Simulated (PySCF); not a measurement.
**A basis-limit estimate, worked out**

An elementary step of SiNH$_{7}$O, closed shell (SiNH₅ ([NH2][SiH3]) + H₂O → SiH₄O ([OH][SiH3]) + NH₃; bonds formed: Si1–O7, N2–H6; bonds broken: Si1–N2, H6–O7). “Start” is the structure reached by relaxing down from the saddle towards the reactants; PBE0-D4/def2-TZVP structures. The saddle:

```tsv
atom	x (Å)	y (Å)	z (Å)
Si1	-0.7708	0.0544	-0.3822
N2	0.4608	-0.7199	0.8098
H3	-1.7753	-1.0842	-0.3011
H4	-1.5926	1.1545	0.1763
H5	-0.4564	-0.0408	-1.8363
H6	1.0995	0.2509	0.4597
O7	0.8181	1.2962	-0.2166
H8	0.1513	-0.7449	1.7739
H9	0.7746	-1.6455	0.5465
H10	1.2911	1.4789	-1.0300
```

Program: PySCF 2.14 with density fitting (its default auxiliary sets; JK sets also for MP2 and CCSD(T)). Basis: def2-TZVPP and def2-QZVPP. Cores are frozen in the correlated methods.

Energies in eV:

| quantity | saddle | start |
| --- | --- | --- |
| Hartree–Fock, triple zeta (X = 3) | -11492.82101 | -11494.53185 |
| Hartree–Fock, quadruple zeta (X = 4) | -11493.24888 | -11494.97605 |
| MP2 correlation, X = 3 | -17.39746 | -16.78393 |
| MP2 correlation, X = 4 | -18.65029 | -18.02596 |
| CCSD(T) correlation, X = 3 | -18.93156 | -18.38078 |

Q: Work out the barrier at the basis limit: extrapolate Hartree–Fock as E(X) = E∞ + A exp(−7.88 √X) and the MP2 correlation as E(X) = E∞ + B X^−2.97 (the exponents that Neese and Valeev fitted for def2-TZVPP and QZVPP), then add CCSD(T) − MP2 in triple zeta.

A: Each step is linear, so take the differences first (saddle − start): Hartree–Fock 1.71084 (X = 3) and 1.72717 (X = 4); MP2 correlation -0.61353 and -0.62433; CCSD(T) correlation -0.55078.
Two points give E∞ = E(4) + w [E(4) − E(3)], with w = 1/(exp(7.88 (2 − √3)) − 1) = 0.1377 for Hartree–Fock and w = 1/((4/3)^2.97 − 1) = 0.7407 for the correlation.
Hartree–Fock: 1.72717 + 0.1377 × 0.01633 = 1.7294 eV.
MP2 correlation: -0.62433 + 0.7407 × (-0.01080) = -0.6323 eV.
CCSD(T) − MP2: -0.55078 − (-0.61353) = 0.0627 eV.
Sum: 1.7294 + (-0.6323) + 0.0627 = 1.1598 eV, or 26.75 kcal/mol. Plain CCSD(T) in triple zeta gives 1.1601 eV, so the larger basis shifts the result by -0.0003 eV.

T1 diagnostic: at most 0.011.

The step is the kind of ligand exchange by which a precursor binds to a hydroxyl group, or is hydrolysed, in atomic layer deposition of oxides.

Labels in which every atom is bracketed show which atoms are joined, not bond orders.

For scale, one of the runs: CCSD(T)/def2-TZVPP, 202 basis functions, launched by `OMP_NUM_THREADS=4 python run.py`. The run took 5.5 min on 4 CPU threads of an Arm Neoverse V2 (shared host), with 2.5 GiB of host memory at its peak.
